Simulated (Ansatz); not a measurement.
C₃H₃FO (`OC1(F)C=C1`) at its PBE0-D4/def2-TZVP geometry, where that method's forces vanish. The species carries charge 0 and has multiplicity 1.

```csv
atom,x (Å),y (Å),z (Å)
O1,-1.537,-0.325,0.185
C2,-0.321,0.240,-0.109
F3,-0.531,1.550,-0.506
C4,0.754,-0.524,-0.696
C5,0.941,-0.098,0.527
H6,-2.021,0.282,0.755
H7,1.128,-1.073,-1.545
H8,1.587,-0.051,1.389
```

(1) For each bond, give half the difference of the two atoms' forces along it (eV/Å; positive pushes the atoms apart) under PBE-D4, r2SCAN-D4, B3LYP-D4, ωB97M-V in def2-TZVPP. (Estimate.)

## Answers

(1) Ansatz gave: 
```tsv
bond	length (Å)	PBE-D4	r2SCAN-D4	B3LYP-D4	ωB97M-V
O1–C2	1.373	0.21	0.19	0.21	0.19
O1–H6	0.963	0.38	0.00	-0.05	-0.11
C2–F3	1.384	0.47	0.31	0.33	0.14
C2–C4	1.443	0.23	-0.02	-0.02	0.03
C2–C5	1.453	0.22	-0.02	0.00	0.03
C4–C5	1.308	0.65	0.27	0.12	0.10
C4–H7	1.078	-0.20	-0.12	-0.13	-0.14
C5–H8	1.079	-0.21	-0.13	-0.14	-0.14
```

B3LYP here is the variant with VWN-RPA as its local correlation; programs differ in this.
